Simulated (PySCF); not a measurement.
Numbering as in the mapped SMILES `[CH3:1]/[C:2]([F:3])=[CH:4]\[C:5]#[N:6]` (H(Xn): hydrogen on atom n).

Calculated, not measured (PySCF 2.14.0 with density-fitted response routines): PBE/pcSseg-2 with gauge-including orbitals, coordinates at the PBE0-D3(BJ)/def2-SVP level. Non-relativistic Hamiltonian, no solvent model, one computed conformer, fast rotation and ring inversion assumed for equivalent nuclei.

Scale: $^{13}$C (σ = 179.39 ppm), $^{1}$H (σ = 31.18 ppm) vs TMS; $^{19}$F (σ = 142.93 ppm) against CFCl3; $^{15}$N (σ = 261.04 ppm) against NH3 (reference shieldings calculated alike).

```json
{"atoms": "F3", "nucleus": "$^{19}$F", "count": "1", "δ (ppm)": "-71.0"}
{"atoms": "C4", "nucleus": "$^{13}$C", "count": "1", "δ (ppm)": "86.0"}
{"atoms": "C2", "nucleus": "$^{13}$C", "count": "1", "δ (ppm)": "192.9"}
{"atoms": "N6", "nucleus": "$^{15}$N", "count": "1", "δ (ppm)": "?"}
{"atoms": "H(C4)", "nucleus": "$^{1}$H", "count": "1", "δ (ppm)": "?"}
{"atoms": "C1", "nucleus": "$^{13}$C", "count": "1", "δ (ppm)": "19.1"}
{"atoms": "C5", "nucleus": "$^{13}$C", "count": "1", "δ (ppm)": "121.7"}
{"atoms": "H(C1)", "nucleus": "$^{1}$H", "count": "3", "δ (ppm)": "2.22"}
```

Estimate the values marked ?.

Answers


- H(C4): 4.94 ppm, hydrogen on an alkene CH; attached to an sp2 carbon and in the plane of the double bond
- N6: 325.5 ppm, nitrile nitrogen

Shifts are as computed, not scaled to solution data. Of 1211 compounds with measured shifts, 218 miss one by over three times the rms of a fit or turn the order of signals round; such compounds aren't used in these exercises. Unscaled 19F shifts against computed CFCl3 carry errors that often reach 10 to 50 ppm. Experimental scales use liquid or dissolved standards, which lie at an offset from isolated NH3 (liquid NH3: subtract about 20 ppm). Unscaled 15N shifts of sp2 nitrogen come out 20 to 40 ppm too high even then.
